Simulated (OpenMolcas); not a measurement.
# CHFO (formyl fluoride): UHF/STO-3G

We compute the energy of CHFO (formyl fluoride). 

The results are computed with OpenMolcas 26.06.

2 further runs of the same task are left out: 1 for a known fault of the program, 1 set aside as unsound or not needed.

### Step 1. The system as given

CHFO has 4 atoms, charge 0, and is taken as a singlet. SMILES: `O=CF`. The C2–F3 distance was set to 1.677 Å, away from the relaxed value.

Bond lengths: O1–C2 1.171 Å, C2–H4 1.098 Å. Angles: O1–C2–H4 129.0°. A long bond or contact: C2–F3 1.677 Å.

### Step 2. A single-point energy at UHF/STO-3G

File job.input:

```
&GATEWAY
 BasLib = $CurrDir
 BasisSet
 O.STO-3G....
 O1 -1.048221 0.487094 0.881054 angstrom
 End of Basis
 BasisSet
 C.STO-3G....
 C2 -0.208281 0.364414 0.074004 angstrom
 End of Basis
 BasisSet
 F.STO-3G....
 F3 0.584370 -1.090860 -0.181350 angstrom
 End of Basis
 BasisSet
 H.STO-3G....
 H4 0.196509 1.112584 -0.620486 angstrom
 End of Basis

&SEWARD

&SCF
 UHF
 Thresholds = 1e-10 1e-07 1e-07 1e-05
 Scramble = 0.25
 PrOrbitals = 1 1
```

The basis set STO-3G is read from a file made from the Basis Set Exchange's data (not shown).

The run is started by

```console
$ export MOLCAS_MEM=1860
$ pymolcas job.input > job.log
```

The program printed:

```text
--- Start Module: gateway ---

                                              &GATEWAY

                       available to each process: 1.9 GB of memory, 1 thread

 Basis Set     1 Label: O.STO-3G....
 Basis set is read from library:.
 basistype.tbl is not found

 Basis Set     2 Label: C.STO-3G....
 Basis set is read from library:.
 basistype.tbl is not found

 Basis Set     3 Label: F.STO-3G....
 Basis set is read from library:.
 basistype.tbl is not found

 Basis Set     4 Label: H.STO-3G....
 Basis set is read from library:.
 basistype.tbl is not found

++    Symmetry information:
      ---------------------

                    Character Table for C1

                             E
                    a        1  x, y, xy, Rz, z, xz, Ry, yz, Rx, I
--

++    Basis set information:
      ----------------------

      Basis set label: O.STO-3G.........

      Electronic valence basis set:
      ------------------
      Associated Effective Charge   8.000000 au
      Associated Actual Charge      8.000000 au
      Nuclear Model: Point charge

      Shell  nPrim  nBasis  Cartesian Spherical Contaminant
         s       6       2        X
         p       3       1        X

      Basis set label: C.STO-3G.........

      Electronic valence basis set:
      ------------------
      Associated Effective Charge   6.000000 au
      Associated Actual Charge      6.000000 au
      Nuclear Model: Point charge

      Shell  nPrim  nBasis  Cartesian Spherical Contaminant
         s       6       2        X
         p       3       1        X

      Basis set label: F.STO-3G.........

      Electronic valence basis set:
      ------------------
      Associated Effective Charge   9.000000 au
      Associated Actual Charge      9.000000 au
      Nuclear Model: Point charge

      Shell  nPrim  nBasis  Cartesian Spherical Contaminant
         s       6       2        X
         p       3       1        X

      Basis set label: H.STO-3G.........

      Electronic valence basis set:
      ------------------
      Associated Effective Charge   1.000000 au
      Associated Actual Charge      1.000000 au
      Nuclear Model: Point charge

      Shell  nPrim  nBasis  Cartesian Spherical Contaminant
         s       3       1        X
--

++    Molecular structure info:
      -------------------------

                    ************************************************
                    **** Cartesian Coordinates / bohr, angstrom ****
                    ************************************************

     Center  Label                x              y              z                     x              y              z
        1      O1              -1.980851       0.920474       1.664951             -1.048221       0.487094       0.881054
        2      C2              -0.393594       0.688643       0.139847             -0.208281       0.364414       0.074004
        3      F3               1.104299      -2.061427      -0.342702              0.584370      -1.090860      -0.181350
        4      H4               0.371348       2.102479      -1.172549              0.196509       1.112584      -0.620486

                    ***************************************
                    *    InterNuclear Distances / bohr    *
                    ***************************************

               1 O1            2 C2            3 F3            4 H4
    1 O1       0.000000
    2 C2       2.213384        0.000000
    3 F3       4.737146        3.168504        0.000000
    4 H4       3.870578        2.075200        4.308593        0.000000

                    *******************************************
                    *    InterNuclear Distances / angstrom    *
                    *******************************************

               1 O1            2 C2            3 F3            4 H4
    1 O1       0.000000
    2 C2       1.171273        0.000000
    3 F3       2.506790        1.676700        0.000000
    4 H4       2.048222        1.098148        2.280009        0.000000

                    **************************************
                    *    Valence Bond Angles / degree    *
                    **************************************
                          Atom centers                 Phi
                      1 O1       2 C2       4 H4       128.96
--

            Nuclear Potential Energy             60.97502680 au

--- Stop Module: gateway /rc=_RC_ALL_IS_WELL_ ---

--- Start Module: seward ---

                                              &SEWARD

                       available to each process: 1.9 GB of memory, 1 thread

               SEWARD will generate:
                  Multipole Moment integrals up to order  2
                  Kinetic Energy integrals
                  Nuclear Attraction integrals (point charge)
                  One-Electron Hamiltonian integrals
                  Velocity integrals
                  Orbital angular momentum around ( -0.3136  -0.2929   0.4295 )
                  Velocity quadrupole around ( -0.3136  -0.2929   0.4295 )
                  Two-Electron Repulsion integrals

                   Integrals are discarded if absolute value <: 1.00E-14
                   Integral cutoff threshold is set to       <: 1.00E-16

            Nuclear Potential Energy             60.97502680 au

      Basis set specifications :
      Symmetry species         a
      Basis functions           16

--- Stop Module: seward /rc=_RC_ALL_IS_WELL_ ---

--- Start Module: scf ---

                                                &SCF

                       available to each process: 1.9 GB of memory, 1 thread

++    Input section:
      --------------

      Header of the integral files:

      Cartesian coordinates in angstrom:
      -----------------------------------------------------
      No.  Label        X            Y            Z
      -----------------------------------------------------
       1   O1        -1.04822100   0.48709400   0.88105400
       2   C2        -0.20828100   0.36441400   0.07400400
       3   F3         0.58437000  -1.09086000  -0.18135000
       4   H4         0.19650900   1.11258400  -0.62048600
      -----------------------------------------------------
      Nuclear repulsion energy =   60.97502680
--

++    Orbital specifications:
      -----------------------

      Symmetry species               1
                                     a
      Frozen orbitals                0
      Occupied orbitals alpha       12
      Occupied orbitals beta        12
      Secondary orbitals alpha       4
      Secondary orbitals beta        4
      Deleted orbitals               0
      Total number of orbitals      16
      Number of basis functions     16
--

      Molecular charge                           0.000

++    Optimization specifications:
      ----------------------------

      SCF Algorithm: Conventional USCF
      D(i)-D(i-1) density differences are used
      Number of density matrices in core                 5
      Maximum number of NDDO SCF iterations            400
      Maximum number of HF SCF iterations              400
      Threshold for SCF energy change             1.00E-10
      Threshold for density matrix                1.00E-07
      Threshold for Fock matrix                   1.00E-07
      Threshold for linear dependence             1.00E-09
      Threshold at which DIIS is turned on        1.50E-01
      Maximum depth in the DIIS procedure                5
      Maximum depth in the BFGS Hessian update          30
      Threshold at which QNR/C2DIIS is turned on  7.50E-02
      Threshold for Norm(delta) (QNR/C2DIIS)      1.00E-05
      All orbitals punched on: UHFORB
--

      Input vectors read from INPORB
      Orbital file label: *Guess orbitals
      Start orbitals are scrambled in order to introduce symmetry breaking

++ Convergence information
                               UHF SCF        iterations: Energy and convergence statistics

Iter     Tot. SCF        One-elec.       Two-elec.     Energy      Max Dij or  Max Fij      DNorm      TNorm      AccCon     Time
         Energy          Energy          Energy        Change      Delta Norm                                                in Sec.
   1  -209.356541785  -414.848391885   144.516823303   0.00E+00    8.10E-01*   2.44E-01*    7.07E+00   4.89E+01   None         0.
   2  -207.823672637  -409.312837946   140.514138512   1.53E+00*   5.89E-01*   2.84E-01*    6.70E+00   4.85E+01   EDIIS        0.
   3  -209.656208163  -413.078106370   142.446871410  -1.83E+00*   3.33E-01*   1.37E-01*    2.45E+00   4.87E+01   EDIIS        0.
   4  -209.723367163  -413.750725422   143.052331462  -6.72E-02*   1.84E-01*   7.78E-02*    1.09E+00   4.87E+01   EDIIS        0.
   5  -209.748310715  -413.355190957   142.631853445  -2.49E-02*   1.10E-01*   4.47E-02*    6.09E-01   4.87E+01   EDIIS        0.
   6  -209.756721148  -413.523932859   142.792184914  -8.41E-03*   3.57E-02*   2.01E-02*    3.79E-01   4.87E+01   c2DIIS       0.
   7  -209.760840721  -413.443859530   142.707992012  -4.12E-03*   4.44E-02*   7.80E-03*    1.12E-01   4.87E+01   QNRc2DIIS    0.
   8  -209.761406845  -413.438941246   142.702507604  -5.66E-04*   9.75E-02*   5.49E-03*    7.37E-02   4.87E+01   QNRc2DIIS    0.
   9  -209.761870224  -413.416965196   142.680068175  -4.63E-04*   1.21E-02*   2.27E-03*    1.59E-01   4.87E+01   QNRc2DIIS    0.
  10  -209.761898380  -413.427105251   142.690180073  -2.82E-05*   8.99E-03*   9.28E-04*    1.76E-02   4.87E+01   QNRc2DIIS    0.
  11  -209.761908831  -413.428073312   142.691137684  -1.05E-05*   2.02E-03*   2.41E-04*    1.50E-02   4.87E+01   QNRc2DIIS    0.
  12  -209.761909823  -413.427977580   142.691040960  -9.92E-07*   3.08E-03*   3.18E-04*    3.32E-03   4.87E+01   QNRc2DIIS    0.
  13  -209.761909809  -413.427656152   142.690719546   1.39E-08*   2.42E-03*   5.44E-04*    5.20E-03   4.87E+01   QNRc2DIIS    0.
  14  -209.761911821  -413.427800171   142.690861553  -2.01E-06*   5.65E-03*   4.04E-04*    3.80E-03   4.87E+01   QNRc2DIIS    0.
  15  -209.761908681  -413.428484463   142.691548985   3.14E-06*   3.49E-02*   8.68E-04*    8.80E-03   4.87E+01   QNRc2DIIS    0.
  16  -209.761901990  -413.428018855   142.691090069   6.69E-06*   3.79E-03*   2.12E-04*    5.38E-02   4.87E+01   QNRc2DIIS    0.
  17  -209.761902261  -413.427882287   142.690953229  -2.71E-07*   9.26E-03*   1.69E-04*    5.87E-03   4.87E+01   QNRc2DIIS    0.
  18  -209.761902675  -413.428158531   142.691229059  -4.14E-07*   1.35E-02*   3.38E-04*    1.43E-02   4.87E+01   QNRc2DIIS    0.
  19  -209.761903028  -413.427725801   142.690795976  -3.53E-07*   4.90E-04*   2.60E-05*    2.10E-02   4.87E+01   QNRc2DIIS    0.
  20  -209.761903035  -413.427721046   142.690791215  -7.05E-09*   9.69E-04*   3.66E-05*    7.39E-04   4.87E+01   QNRc2DIIS    0.
  21  -209.761903064  -413.427755599   142.690825738  -2.92E-08*   2.28E-03*   2.83E-05*    1.43E-03   4.87E+01   QNRc2DIIS    0.
  22  -209.761903100  -413.427825519   142.690895622  -3.57E-08*   2.80E-03*   5.31E-05*    3.75E-03   4.87E+01   QNRc2DIIS    0.
  23  -209.761903107  -413.427726705   142.690796801  -7.52E-09*   3.36E-03*   8.28E-05*    4.00E-03   4.87E+01   QNRc2DIIS    0.
  24  -209.761903041  -413.427727358   142.690797521   6.63E-08*   2.50E-03*   2.67E-05*    4.61E-03   4.87E+01   QNRc2DIIS    0.
  25  -209.761903131  -413.427828624   142.690898696  -9.04E-08*   3.77E-03*   5.32E-05*    3.97E-03   4.87E+01   QNRc2DIIS    0.
  26  -209.761903163  -413.427893667   142.690963707  -3.15E-08*   5.19E-03*   1.02E-04*    5.13E-03   4.87E+01   QNRc2DIIS    0.
  27  -209.761903077  -413.428027816   142.691097941   8.52E-08*   1.88E-03*   1.46E-04*    7.13E-03   4.87E+01   QNRc2DIIS    0.
  28  -209.761903056  -413.427759077   142.690829224   2.09E-08*   5.41E-03*   2.67E-05*    3.01E-03   4.87E+01   QNRc2DIIS    0.
  29  -209.761903163  -413.427539759   142.690609799  -1.07E-07*   2.58E-02*   1.53E-04*    7.30E-03   4.87E+01   QNRc2DIIS    0.
  30  -209.761901357  -413.425340191   142.688412037   1.81E-06*   3.02E-02*   1.41E-03*    3.61E-02   4.87E+01   QNRc2DIIS    0.
  31  -209.761894181  -413.422839525   142.685918546   7.18E-06*   6.99E-02*   2.77E-03*    4.17E-02   4.87E+01   QNRc2DIIS    0.
  32  -209.761902536  -413.427639303   142.690709970  -8.36E-06*   1.88E-03*   6.96E-05*    9.38E-02   4.87E+01   QNRc2DIIS    0.
  33  -209.761902546  -413.427708871   142.690779528  -9.79E-09*   3.99E-03*   2.99E-05*    2.76E-03   4.87E+01   QNRc2DIIS    0.
  34  -209.761902512  -413.427804176   142.690874866   3.39E-08*   3.34E-03*   3.36E-05*    5.40E-03   4.87E+01   QNRc2DIIS    0.
  35  -209.761902488  -413.427811002   142.690881718   2.44E-08*   4.69E-03*   4.63E-05*    4.51E-03   4.87E+01   QNRc2DIIS    0.
  36  -209.761902476  -413.427815532   142.690886259   1.14E-08*   7.51E-04*   4.43E-05*    6.65E-03   4.87E+01   QNRc2DIIS    0.
  37  -209.761902477  -413.427814623   142.690885349  -4.92E-10*   4.82E-04*   4.20E-05*    1.03E-03   4.87E+01   QNRc2DIIS    0.
  38  -209.761902477  -413.427821877   142.690892603  -3.08E-10*   5.79E-04*   4.82E-05*    6.74E-04   4.87E+01   QNRc2DIIS    0.
  39  -209.761902479  -413.427815379   142.690886103  -1.40E-09*   4.66E-04*   3.68E-05*    8.36E-04   4.87E+01   QNRc2DIIS    0.
  40  -209.761902479  -413.427813640   142.690884365  -4.84E-11    1.33E-03*   3.08E-05*    6.44E-04   4.87E+01   QNRc2DIIS    0.
  41  -209.761902481  -413.427805031   142.690875754  -1.96E-09*   1.29E-04*   5.95E-06*    1.94E-03   4.87E+01   QNRc2DIIS    0.
  42  -209.761902481  -413.427793102   142.690863824  -2.42E-10*   1.91E-04*   5.37E-06*    1.97E-04   4.87E+01   QNRc2DIIS    0.
  43  -209.761902481  -413.427787899   142.690858621  -4.33E-10*   2.78E-05*   1.37E-06*    3.04E-04   4.87E+01   QNRc2DIIS    0.
  44  -209.761902481  -413.427790093   142.690860815  -2.44E-11    6.78E-06    7.52E-07*    3.86E-05   4.87E+01   QNRc2DIIS    0.
  45  -209.761902481  -413.427790303   142.690861025  -2.96E-12    1.16E-05*   6.50E-07*    1.01E-05   4.87E+01   QNRc2DIIS    0.
  46  -209.761902481  -413.427791802   142.690862523  -6.42E-12    2.69E-05*   3.85E-07*    1.93E-05   4.87E+01   QNRc2DIIS    0.
  47  -209.761902481  -413.427791902   142.690862624  -3.41E-13    3.43E-06    9.60E-08     3.82E-05   4.87E+01   QNRc2DIIS    0.

       Convergence after  47 Iterations
--

 *****************************************************************************************************************************
 *                                             SCF/KS-DFT Program, Final results                                             *
 *                                                       Final Results                                                       *
 *****************************************************************************************************************************

::    Total SCF energy                               -209.7619024813
      One-electron energy                            -413.4277919022
      Two-electron energy                             142.6908626237
      Nuclear repulsion energy                         60.9750267972
      Kinetic energy (interpolated)                   207.6351786755
      Virial theorem                                    1.0102425987
      Total spin, S(S+1)                               -0.0000000000
      Total spin, S                                    -0.0000000000
      Max non-diagonal density matrix element           0.0000017245
      Max non-diagonal Fock matrix element              0.0000006960

      All orbitals with orbital energies smaller than  E(LUMO)+0.5 are printed

++    Molecular orbitals:
      -------------------

      Title: UHF orbitals (alpha)

      Molecular orbitals for symmetry species 1: a

          Orbital            1         2         3         4         5         6         7         8         9        10
          Energy          -25.8957  -20.3716  -11.1969   -1.4284   -1.3868   -0.7975   -0.6269   -0.5677   -0.5257   -0.4437
          Occ. No.          1.0000    1.0000    1.0000    1.0000    1.0000    1.0000    1.0000    1.0000    1.0000    1.0000

          Orbital           11        12        13        14        15
          Energy           -0.4315   -0.3506    0.2682    0.3507    0.6427
          Occ. No.          1.0000    1.0000    0.0000    0.0000    0.0000

--

      All orbitals with orbital energies smaller than  E(LUMO)+0.5 are printed

++    Molecular orbitals:
      -------------------

      Title: UHF orbitals (beta)

      Molecular orbitals for symmetry species 1: a

          Orbital            1         2         3         4         5         6         7         8         9        10
          Energy          -25.8957  -20.3716  -11.1969   -1.4284   -1.3868   -0.7975   -0.6269   -0.5677   -0.5257   -0.4437
          Occ. No.          1.0000    1.0000    1.0000    1.0000    1.0000    1.0000    1.0000    1.0000    1.0000    1.0000

          Orbital           11        12        13        14        15
          Energy           -0.4315   -0.3506    0.2682    0.3507    0.6427
          Occ. No.          1.0000    1.0000    0.0000    0.0000    0.0000

--

++    Molecular charges:
      ------------------

      Mulliken charges per centre and basis function type
      ---------------------------------------------------

                            O1                      C2                      F3                      H4
                     alpha        beta       alpha        beta       alpha        beta       alpha        beta
      1s           1.9290      1.9290      1.5773      1.5773      1.9880      1.9880      0.4540      0.4540
      2px          0.6341      0.6341      0.4192      0.4192      0.8994      0.8994      0.0000      0.0000
      2pz          0.6515      0.6515      0.4361      0.4361      0.9814      0.9814      0.0000      0.0000
      2py          0.8798      0.8798      0.4491      0.4491      0.7011      0.7011      0.0000      0.0000
      Total        4.0945      4.0945      2.8817      2.8817      4.5699      4.5699      0.4540      0.4540
      Total              8.1889                  5.7634                  9.1397                  0.9080

      Charge           -0.1889                  0.2366                 -0.1397                  0.0920

      Total electronic charge=   24.000000

      Total            charge=   -0.000000
--

++    Molecular orbitals:
      -------------------

      Title: Natural orbitals

      Molecular orbitals for symmetry species 1: a

          Orbital            1         2         3         4         5         6         7         8         9        10
          Energy          -25.8957  -20.3716  -11.1969   -1.4284   -1.3868   -0.7975   -0.6269   -0.5677   -0.5257   -0.4437
          Occ. No.          2.0000    2.0000    2.0000    2.0000    2.0000    2.0000    2.0000    2.0000    2.0000    2.0000

          Orbital           11        12        13        14        15        16
          Energy           -0.4314   -0.3507    0.2683    0.3510    0.6424    0.9653
          Occ. No.          2.0000    2.0000    0.0000    0.0000    0.0000    0.0000

--

++    Molecular properties:
      ---------------------

      Charge (e):
                      =   -0.0000
      Dipole Moment (debye):
      Origin of the operator (angstrom)=   -0.1659   -0.1550    0.2273
                   X=  3.6357E-01               Y=  1.2949E+00               Z= -8.5898E-01           Total=  1.5959E+00
      Quadrupole Moment (debye*angstrom):
      Origin of the operator (angstrom)=   -0.1659   -0.1550    0.2273
                  XX= -1.5190E+01              XY=  1.4436E+00              XZ=  1.2894E+00              YY= -1.3961E+01
                  YZ= -1.2486E+00              ZZ= -1.4222E+01
      In traceless form (debye*angstrom)
                  XX= -1.0983E+00              XY=  2.1654E+00              XZ=  1.9341E+00              YY=  7.4451E-01
                  YZ= -1.8729E+00              ZZ=  3.5375E-01
--

--- Stop Module: scf /rc=_RC_ALL_IS_WELL_ ---
--- Module scf spent 1 second ---

.##################.
.# Happy landing! #.
.##################.

    Timing: Wall=2.79 User=2.29 System=0.49
```

Wall time 3.3 s (1 thread of Intel Xeon Platinum 8259CL at 2.50GHz (Skylake/Cascade Lake), shared host); peak memory 0.37 GiB.

### Step 3. Summary of results

Level: UHF/STO-3G.

```
     quantity          value
 total energy  -209.76190 Eh
dipole moment         1.60 D
  HOMO energy       -9.54 eV
  LUMO energy        7.30 eV
HOMO–LUMO gap       16.84 eV
```

What this shows: The run may have ended on a state above the lowest. Mulliken charges run from -0.19 on O1 to +0.24 on C2.
